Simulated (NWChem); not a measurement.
System: BCl3 anion, doublet; SMILES of the neutral closed-shell parent ClB(Cl)Cl

The following NWChem deck was run.

```
start job
memory heap 200 mb stack 900 mb global 1100 mb
charge -1
geometry units angstroms
  B      0.000241     0.000711     0.000428
  Cl     1.745818    -0.289797    -0.440112
  Cl    -0.684568    -0.713399     1.532316
  Cl    -1.061319     1.002979    -1.092336
end
basis spherical
  * library def2-svpd
end
dft
  odft
  mult 2
  xc b3lyp
  iterations 150
end
driver
  maxiter 120
end
task dft optimize
task dft freq
```

NWChem printed, in part:

```
             Northwest Computational Chemistry Package (NWChem) 7.3.0
             --------------------------------------------------------

 D3H symmetry detected

                             Geometry "geometry" -> ""
                             -------------------------

 Output coordinates in angstroms (scale by  1.889725989 to convert to a.u.)

  No.       Tag          Charge          X              Y              Z
 ---- ---------------- ---------- -------------- -------------- --------------
    1 B                    5.0000     0.00000000     0.00000000    -0.00000000
    2 Cl                  17.0000     1.76147398    -0.47198553     0.00000000
    3 Cl                  17.0000    -1.28948845    -1.28948845     0.00000000
    4 Cl                  17.0000    -0.47198553     1.76147398     0.00000000

 Effective nuclear repulsion energy (a.u.)     219.2498017587

      Symmetry information
      --------------------

 Group name             D3h
 Group number             27
 Group order              12
 No. of unique centers     2

                                Z-matrix (autoz)
                                --------

 Units are Angstrom for bonds and degrees for angles

      Type          Name      I     J     K     L     M      Value
      ----------- --------  ----- ----- ----- ----- ----- ----------
    1 Stretch                  1     2                       1.82361
    2 Stretch                  1     3                       1.82361
    3 Stretch                  1     4                       1.82361
    4 Bend                     2     1     3               120.00000
    5 Bend                     2     1     4               120.00000
    6 Bend                     3     1     4               120.00000
    7 Torsion                  2     1     3     4         180.00000
    8 Torsion                  2     1     4     3        -180.00000
    9 Torsion                  3     1     2     4        -180.00000
   10 Torsion                  2     4     1     3         180.00000
   11 Torsion                  3     2     1     4         180.00000
   12 Torsion                  2     3     1     4        -180.00000

                           NWChem Geometry Optimization
                           ----------------------------

[...]

      ----------------------
      Optimization converged
      ----------------------

  Step       Energy      Delta E   Gmax     Grms     Xrms     Xmax
  ---- ---------------- -------- -------- -------- -------- --------
@    2   -1405.19206585 -7.4D-08  0.00002  0.00001  0.00026  0.00050
                                     ok       ok       ok       ok

                                Z-matrix (autoz)
                                --------

 Units are Angstrom for bonds and degrees for angles

      Type          Name      I     J     K     L     M      Value     Gradient
      ----------- --------  ----- ----- ----- ----- ----- ---------- ----------
    1 Stretch                  1     2                       1.83429   -0.00002
    2 Stretch                  1     3                       1.83429   -0.00002
    3 Stretch                  1     4                       1.83429   -0.00002
    4 Bend                     2     1     3               120.00000    0.00000
    5 Bend                     2     1     4               120.00000   -0.00000
    6 Bend                     3     1     4               120.00000    0.00000
    7 Torsion                  2     1     3     4         180.00000    0.00000
    8 Torsion                  2     1     4     3         180.00000   -0.00000
    9 Torsion                  3     1     2     4         180.00000   -0.00000
   10 Torsion                  2     4     1     3         180.00000    0.00000
   11 Torsion                  3     2     1     4         180.00000    0.00000
   12 Torsion                  2     3     1     4         180.00000   -0.00000

                         Geometry "geometry" -> "geometry"
                         ---------------------------------

 Output coordinates in angstroms (scale by  1.889725989 to convert to a.u.)

  No.       Tag          Charge          X              Y              Z
 ---- ---------------- ---------- -------------- -------------- --------------
    1 B                    5.0000    -0.00000000    -0.00000000     0.00000000
    2 Cl                  17.0000     1.77178784    -0.47474912     0.00000000
    3 Cl                  17.0000    -1.29703872    -1.29703872     0.00000000
    4 Cl                  17.0000    -0.47474912     1.77178784     0.00000000

 Effective nuclear repulsion energy (a.u.)     217.9735142188

      Symmetry information
      --------------------

 Group name             D3h
 Group number             27
 Group order              12
 No. of unique centers     2

                Final and change from initial internal coordinates
                --------------------------------------------------

                                Z-matrix (autoz)
                                --------

 Units are Angstrom for bonds and degrees for angles

[...]

 Rotational Constants
 --------------------
 A=   0.095519 cm-1  (  0.137428 K)
 B=   0.095519 cm-1  (  0.137428 K)
 C=   0.047760 cm-1  (  0.068714 K)

 Temperature                      =   298.15K
 frequency scaling parameter      =   1.0000

 Zero-Point correction to Energy  =    3.354 kcal/mol  (  0.005345 au)
 Thermal correction to Energy     =    6.131 kcal/mol  (  0.009770 au)
 Thermal correction to Enthalpy   =    6.723 kcal/mol  (  0.010713 au)

 Total Entropy                    =   69.870 cal/mol-K
   - Translational                =   40.140 cal/mol-K (mol. weight = 115.9159)
   - Rotational                   =   24.135 cal/mol-K (symmetry #  =        6)
   - Vibrational                  =    5.595 cal/mol-K

 Cv (constant volume heat capacity) =   12.509 cal/mol-K
   - Translational                  =    2.979 cal/mol-K
   - Rotational                     =    2.979 cal/mol-K
   - Vibrational                    =    6.550 cal/mol-K

[normal modes left out]

 ----------------------------------------------------------------------------
 Normal Eigenvalue ||           Projected Infra Red Intensities
  Mode   [cm**-1]  || [atomic units] [(debye/angs)**2] [(KM/mol)] [arbitrary]
 ------ ---------- || -------------- ----------------- ---------- -----------
    1     -569.679 ||    0.000484           0.011         0.472       0.171
    2        0.000 ||    0.002868           0.066         2.796       1.013
    3        0.000 ||    0.002687           0.062         2.619       0.949
    4        0.000 ||    0.003069           0.071         2.992       1.084
    5        0.000 ||    0.004334           0.100         4.225       1.530
    6        0.000 ||    0.005363           0.124         5.228       1.894
    7        0.000 ||    0.007561           0.174         7.371       2.670
    8      208.980 ||    0.000274           0.006         0.267       0.097
    9      208.982 ||    0.000274           0.006         0.267       0.097
   10      381.530 ||    0.000000           0.000         0.000       0.000
   11      773.964 ||    0.156454           3.610       152.519      55.247
   12      773.966 ||    0.156460           3.610       152.525      55.249
 ----------------------------------------------------------------------------

 ===============================================================================
      Negative Nuclear Hessian Mode    1  Eigenvalue =   -569.68 cm**(-1)
 -------------------------------------------------------------------------------
   Raw step length:  0.154 angstroms ;  The Raw step for this mode is:
    1 B                    5.0000     0.00000001    -0.00000001    -0.15172285
    2 Cl                  17.0000    -0.00000001     0.00000000     0.01592240
    3 Cl                  17.0000     0.00000000     0.00000000     0.01592240
    4 Cl                  17.0000     0.00000000    -0.00000000     0.01592240

  Geometry after  100.0% step for mode  1; Step length =  0.154 angstroms
   Maximum component (any atom: x,y, or z) displacement:  0.287
    1 B                    5.0000     0.00000001    -0.00000001    -0.15172285
    2 Cl                  17.0000     1.77178783    -0.47474912     0.01592240
    3 Cl                  17.0000    -1.29703872    -1.29703872     0.01592240
    4 Cl                  17.0000    -0.47474912     1.77178784     0.01592240

  Geometry after -100.0% step for mode  1; Step length =  0.154 angstroms
   Maximum component (any atom: x,y, or z) displacement:  0.287
    1 B                    5.0000    -0.00000001     0.00000001     0.15172285
    2 Cl                  17.0000     1.77178785    -0.47474912    -0.01592240
    3 Cl                  17.0000    -1.29703872    -1.29703872    -0.01592240
    4 Cl                  17.0000    -0.47474912     1.77178784    -0.01592240

  Geometry after   50.0% step for mode  1; Step length =  0.077 angstroms
   Maximum component (any atom: x,y, or z) displacement:  0.143
    1 B                    5.0000     0.00000001    -0.00000000    -0.07586142
    2 Cl                  17.0000     1.77178784    -0.47474912     0.00796120
    3 Cl                  17.0000    -1.29703872    -1.29703872     0.00796120
    4 Cl                  17.0000    -0.47474912     1.77178784     0.00796120

  Geometry after  -50.0% step for mode  1; Step length =  0.077 angstroms
   Maximum component (any atom: x,y, or z) displacement:  0.143
    1 B                    5.0000    -0.00000001     0.00000000     0.07586142
    2 Cl                  17.0000     1.77178784    -0.47474912    -0.00796120
    3 Cl                  17.0000    -1.29703872    -1.29703872    -0.00796120
    4 Cl                  17.0000    -0.47474912     1.77178784    -0.00796120

  Geometry after   69.8% step for mode  1; Step length =  0.108 angstroms
   Maximum component (any atom: x,y, or z) displacement:  0.200
    1 B                    5.0000     0.00000001    -0.00000001    -0.10583545
    2 Cl                  17.0000     1.77178784    -0.47474912     0.01110679
    3 Cl                  17.0000    -1.29703872    -1.29703872     0.01110679
    4 Cl                  17.0000    -0.47474912     1.77178784     0.01110679

  Geometry after  -69.8% step for mode  1; Step length =  0.108 angstroms
   Maximum component (any atom: x,y, or z) displacement:  0.200
    1 B                    5.0000    -0.00000001     0.00000001     0.10583545
    2 Cl                  17.0000     1.77178784    -0.47474912    -0.01110679
    3 Cl                  17.0000    -1.29703872    -1.29703872    -0.01110679
    4 Cl                  17.0000    -0.47474912     1.77178784    -0.01110679

  Geometry after   34.9% step for mode  1; Step length =  0.054 angstroms
   Maximum component (any atom: x,y, or z) displacement:  0.100
    1 B                    5.0000     0.00000000    -0.00000000    -0.05291772
    2 Cl                  17.0000     1.77178784    -0.47474912     0.00555340
    3 Cl                  17.0000    -1.29703872    -1.29703872     0.00555340
    4 Cl                  17.0000    -0.47474912     1.77178784     0.00555340

  Geometry after  -34.9% step for mode  1; Step length =  0.054 angstroms
   Maximum component (any atom: x,y, or z) displacement:  0.100
    1 B                    5.0000    -0.00000000     0.00000000     0.05291772
    2 Cl                  17.0000     1.77178784    -0.47474912    -0.00555340
    3 Cl                  17.0000    -1.29703872    -1.29703872    -0.00555340
    4 Cl                  17.0000    -0.47474912     1.77178784    -0.00555340
```

Level: B3LYP/def2-SVPD, spin-unrestricted. The spin multiplicity was typed, not searched, and may not be the lowest. The highest occupied level is positive, so the extra electron may be held by the finite basis. The optimisation ended at a saddle point (imaginary frequency).
